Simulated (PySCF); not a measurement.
PySCF input file for ammonia cation (H3N), SMILES N (connectivity only; charge and spin as stated), charge +1, multiplicity 2, TPSSh-D3(BJ)/def2-TZVPD. 

```python
import numpy as np
from pyscf import gto, scf, dft
from pyscf.geomopt import geometric_solver

mol = gto.M(
    atom='''
    N     0.00000000    0.00000000   -0.00000000
    H     1.02778655    0.00000000   -0.00000000
    H    -0.51389327   -0.89008927    0.00000000
    H    -0.51389328    0.89008927   -0.00000000
    ''',
    basis='def2-TZVPD',
    charge=1,
    spin=1,
    max_memory=1600,
    verbose=3,
)
mf = dft.UKS(mol, xc='tpssh').density_fit(auxbasis='def2-universal-jkfit')
mf.disp = 'd3bj'
mf.grids.level = 4
mf.conv_tol = 1e-9
mf.max_cycle = 100
mf.kernel()
fine, coarse = mf.grids, dft.Grids(mol).set(level=1).build(with_non0tab=True)
for _ in range(3):  # follow internal instabilities
    mf.grids = coarse
    mo, _, stable, _ = mf.stability(return_status=True, nroots=4)
    mf.grids = fine
    if stable:
        break
    mf.kernel(mf.make_rdm1(mo, mf.mo_occ))
conv, mol_eq = geometric_solver.kernel(mf, convergence_set='GAU_TIGHT', maxsteps=100)
print(mol_eq.tostring(format='xyz'))
mf.reset(mol_eq)
mf.kernel()
```

Log of the run:

```

WARN: HOMO -0.2910052931473 >= LUMO -0.291005293147322

converged SCF energy = -56.217445954771  <S^2> = 0.75490517  2S+1 = 2.0048992
<class 'pyscf.df.df_jk.DFUKS'> wavefunction is stable in the internal stability analysis
[banner and settings of the optimiser left out]
Geometry optimization cycle 1
Cartesian coordinates (Angstrom)
 Atom        New coordinates             dX        dY        dZ
   N   0.000000   0.000000   0.000000    0.000000  0.000000  0.000000
   H   1.027787   0.000000   0.000000    0.000000  0.000000  0.000000
   H  -0.513893  -0.890089   0.000000    0.000000  0.000000  0.000000
   H  -0.513893   0.890089   0.000000    0.000000  0.000000  0.000000

WARN: Mole.unit (angstrom) is changed to Bohr

converged SCF energy = -56.2174459547707  <S^2> = 0.75490517  2S+1 = 2.0048992
--------------- DFUKS_Scanner gradients ---------------
         x                y                z
0 N     0.0000002260    -0.0000000028     0.0000000000
1 H     0.0009878021    -0.0000000005     0.0000000000
2 H    -0.0004965074    -0.0008571399    -0.0000000000
3 H    -0.0004965098     0.0008571431    -0.0000000000
----------------------------------------------
cycle 1: E = -56.2174459548  dE = -56.2174  norm(grad) = 0.00171411
Step    0 : Gradient = 8.571e-04/9.906e-04 (rms/max) Energy = -56.2174459548
Hessian Eigenvalues: 4.50000e-02 5.00000e-02 5.00000e-02 ... 4.31186e-01 4.31186e-01 4.31186e-01

Geometry optimization cycle 2
Cartesian coordinates (Angstrom)
 Atom        New coordinates             dX        dY        dZ
   N   0.000052   0.000001   0.000000    0.000052  0.000001  0.000000
   H   1.026624  -0.000001  -0.000000   -0.001162 -0.000001 -0.000000
   H  -0.513232  -0.889038   0.000000    0.000662  0.001051  0.000000
   H  -0.513233   0.889038   0.000000    0.000660 -0.001051  0.000000
converged SCF energy = -56.2174494429275  <S^2> = 0.75489007  2S+1 = 2.0048841
--------------- DFUKS_Scanner gradients ---------------
         x                y                z
0 N    -0.0000012060     0.0000003000    -0.0000000000
1 H     0.0000198552    -0.0000002207    -0.0000000000
2 H    -0.0000117620    -0.0000184197     0.0000000000
3 H    -0.0000119709     0.0000183404     0.0000000000
----------------------------------------------
cycle 2: E = -56.2174494429  dE = -3.48816e-06  norm(grad) = 3.67848e-05
Step    1 : Displace = 1.052e-03/1.215e-03 (rms/max) Trust = 1.000e-01 (=) Grad = 1.839e-05/2.190e-05 (rms/max) E (change) = -56.2174494429 (-3.488e-06) Quality = 1.024
Hessian Eigenvalues: 4.50000e-02 4.99920e-02 5.00000e-02 ... 4.21992e-01 4.31186e-01 4.31186e-01

Geometry optimization cycle 3
Cartesian coordinates (Angstrom)
 Atom        New coordinates             dX        dY        dZ
   N   0.000107  -0.000000   0.000000    0.000055 -0.000001  0.000000
   H   1.026653   0.000001   0.000000    0.000029  0.000002  0.000000
   H  -0.513165  -0.889015  -0.000000    0.000067  0.000023 -0.000000
   H  -0.513164   0.889015   0.000000    0.000069 -0.000024 -0.000000
converged SCF energy = -56.2174494443903  <S^2> = 0.75488974  2S+1 = 2.0048838
--------------- DFUKS_Scanner gradients ---------------
         x                y                z
0 N    -0.0000010979    -0.0000001774     0.0000000000
1 H     0.0000008509     0.0000001561    -0.0000000000
2 H    -0.0000025033    -0.0000017564    -0.0000000000
3 H    -0.0000023353     0.0000017777    -0.0000000000
----------------------------------------------
cycle 3: E = -56.2174494444  dE = -1.46277e-09  norm(grad) = 4.46658e-06
Step    2 : Displace = 2.313e-05/2.765e-05 (rms/max) Trust = 1.414e-01 (+) Grad = 2.233e-06/3.058e-06 (rms/max) E (change) = -56.2174494444 (-1.463e-09) Quality = 0.784
Hessian Eigenvalues: 4.50000e-02 4.99920e-02 5.00000e-02 ... 4.21992e-01 4.31186e-01 4.31186e-01
Converged! =D

4
XYZ from PySCF
N           0.00010692       -0.00000036        0.00000000
H           1.02665306        0.00000063        0.00000000
H          -0.51316485       -0.88901480       -0.00000000
H          -0.51316397        0.88901453        0.00000000
converged SCF energy = -56.2174494446053  <S^2> = 0.75488974  2S+1 = 2.0048838
```

The calculation finished and met its thresholds.
